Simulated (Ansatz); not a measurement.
# H₄OSi, SMILES O[SiH3]: a relaxed scan of one distance

Program: Ansatz 0.2.0 through its Python package.

`relaxed_scan_h4osi.py`:
```python
'''One bond of H4OSi held at set lengths while the rest relaxes.'''

import ansatz as az
import numpy as np

config = {
    'basis_set': 'def2-SVP',
    'functional': 'hf',
}

h4osi = (
    az.Crystal.molecule()
    .atom('O', (0.60987, -0.98223, 0.39855))
    .atom('Si', (-0.0571, 0.37443, -0.19755))
    .atom('H', (0.10661, -1.62242, 0.89184))
    .atom('H', (-1.13174, 0.04363, -1.13493))
    .atom('H', (1.08415, 1.00003, -0.84517))
    .atom('H', (-0.61179, 1.18655, 0.88727))
)

calculation = h4osi.calculation().basis(gaussian=config['basis_set']).functional(config['functional'])
symbols = [site.symbol for site in h4osi.cartesian_sites]
pairs = [(0, 1), (0, 2), (1, 3), (1, 4), (1, 5)]
print('held (A)   E (eV)        ', '  '.join(f'{symbols[i]}{i}-{symbols[j]}{j}' for i, j in pairs))
for length in [1.35, 1.46, 1.58, 1.76, 1.98]:
    report = calculation.relax(constraints=[az.DistanceConstraint((1, 5), at=length)], force_tolerance=0.02, max_steps=60).run(threads=1, pin='off').report
    xyz = np.array(report['positions_ang'])
    print(f'{length:6.2f} {report["free_energy_ev"]:14.5f}  ', '  '.join(f'{np.linalg.norm(xyz[i] - xyz[j]):.3f}' for i, j in pairs))
```

```console
$ python relaxed_scan_h4osi.py
held (A)   E (eV)         O0-Si1  O0-H2  Si1-H3  Si1-H4  Si1-H5
DeckWarning: relax.constraints: the input's atoms, or those drawn, lie off the distances that are held; a relaxation that starts there is brought onto them ahead of its first SCF, by positions alone, [...]
  1.35    -9959.23013   1.653  0.943  1.486  1.476  1.350
  1.46    -9959.43217   1.651  0.944  1.483  1.474  1.460
  1.58    -9959.35815   1.649  0.944  1.481  1.472  1.580
  1.76    -9958.92961   1.644  0.943  1.477  1.469  1.760
  1.98    -9958.18236   1.639  0.944  1.473  1.467  1.980
```
(Warnings from the package without file and line, shortened, repeats left out.)

Notes:
- Total energies depend on the basis set; only differences at equal settings carry meaning.
- The energies are electronic: no zero-point or thermal terms, and the basis set is short of its limit.
- Finished in 15 s on 1 thread of Arm Neoverse V1, with other jobs on the host, peak memory 0.17 GiB.
